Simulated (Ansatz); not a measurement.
A single point on C5H8O (`C#CCOCC`).

```yaml
crystal:
  periodic: [false, false, false]
  atoms:
    - {symbol: C, position_ang: [-1.507146, -2.078143, 1.529378]}
    - {symbol: C, position_ang: [-0.763586, -1.815699, 0.624640]}
    - {symbol: C, position_ang: [0.142049, -1.494457, -0.477583]}
    - {symbol: O, position_ang: [0.041247, -0.171292, -0.928339]}
    - {symbol: C, position_ang: [0.478930, 0.778579, 0.020665]}
    - {symbol: C, position_ang: [0.345755, 2.150988, -0.585188]}
    - {symbol: H, position_ang: [-2.169883, -2.311955, 2.328770]}
    - {symbol: H, position_ang: [-0.092365, -2.132115, -1.333698]}
    - {symbol: H, position_ang: [1.173479, -1.723343, -0.167650]}
    - {symbol: H, position_ang: [1.525513, 0.570962, 0.292614]}
    - {symbol: H, position_ang: [-0.121025, 0.696838, 0.936701]}
    - {symbol: H, position_ang: [0.682349, 2.910571, 0.123599]}
    - {symbol: H, position_ang: [0.946745, 2.233779, -1.492784]}
    - {symbol: H, position_ang: [-0.695060, 2.355989, -0.842323]}
basis:
  gaussian: {orbitals: def2-QZVPP}
correlation: {method: mp2}
```

```sh
$ ansatz run in.yaml --threads 4 --pin off --events-out ev --progress --plain
```

Output, abridged:

```
Functional definition: HF
3487 factors; integrals over basis functions are off by at most 7.5e-4 eV
mean field evaluation 1: about -7312.4045 eV, gradient 4.1e1 eV
mean field evaluation 2: about -7312.6058 eV, gradient 4.1e1 eV
mean field evaluation 4: about -7316.9456 eV, gradient 5.3e0 eV
mean field evaluation 8: about -7317.0153 eV, gradient 2.6e-1 eV
mean field -7317.01557166 eV, -268.8953626072 hartree, gradient 2.1e-6 eV, S^2 0.000000; 0 other end points of the search recorded, 0 dependent functions left out
6 core orbitals not correlated: weight in the atoms' cores, before any rotation towards them, 1.000 or more for the frozen orbitals, at most 0.000 for the correlated occupied ones
reference -7317.01557166 eV, -268.8953626072 hartree; 17, 17 occupied and 559, 559 virtual orbitals, 3487 factors
second order -30.64836866 eV of doubles, -0.00000000 eV of singles
Total energy: -7347.66394032 eV, -270.0216693813 hartree
```

Run time 29 s (4 threads of a server CPU on a shared host); peak host memory 4.8 GiB.
